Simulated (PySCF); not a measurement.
Molecule (SMILES): FB(F)F.
Geometry (B3LYP-D3(BJ)/def2-TZVP, fixed):
```
B
F 1 1.3156
F 1 1.3156 2 120.00
F 1 1.3156 2 120.00 3 -180.00
```

Basis-set convergence of the lowest singlet excitation energy at CAM-B3LYP with PySCF. Tamm-Dancoff approximation; the state is taken by its order, and sets in which it differs in degeneracy or brightness are left out, yet its character can still change. All functions are spherical. Density fitting with generated auxiliary sets. No added dispersion term, no relativity. Reference: the value in d-aug-cc-pVTZ, 10.644 eV, itself unsure by roughly 0.017 eV (its mean distance from aug-pcseg-2, aug-cc-pVTZ). Deviations are taken from unrounded values. Cost is core time over that of cc-pVDZ, rough, on shared machines of one kind; a dash marks a row that isn't timed (too short, read off another run, short of memory, by another algorithm or on other hardware).

| basis | functions | lowest singlet excitation energy (eV) | minus reference (eV) | cost |
|---|---|---|---|---|
| STO-3G | 20 | 9.243 | -1.400 | - |
| 6-31G | 36 | 10.249 | -0.394 | - |
| cc-pVDZ | 56 | 10.601 | -0.042 | 1× |
| def2-SVP | 56 | 10.652 | 0.008 | 0.9× |
| 6-31+G* | 72 | 10.687 | 0.044 | - |
| 6-311G** | 72 | 10.638 | -0.006 | 2× |
| 6-311+G** | 88 | 10.599 | -0.045 | 2× |
| def2-SVPD | 89 | 10.735 | 0.092 | 3× |
| aug-cc-pVDZ | 92 | 10.649 | 0.006 | 2× |
| 6-311++G(2d,2p) | 108 | 10.658 | 0.014 | 3× |
| cc-pVTZ | 120 | 10.758 | 0.114 | 5× |
| d-aug-cc-pVDZ | 128 | 10.638 | -0.005 | 7× |
| 6-311++G(3df,3pd) | 156 | 10.688 | 0.044 | 6× |
| aug-pcseg-2 | 184 | 10.664 | 0.021 | 20× |
| def2-QZVPP | 228 | 10.730 | 0.086 | 20× |
| pcseg-3 | 240 | 10.719 | 0.076 | 30× |
| d-aug-cc-pVTZ | 248 | 10.644 | 0.000 | 40× |
| def2-QZVPPD | 261 | 10.658 | 0.015 | 40× |
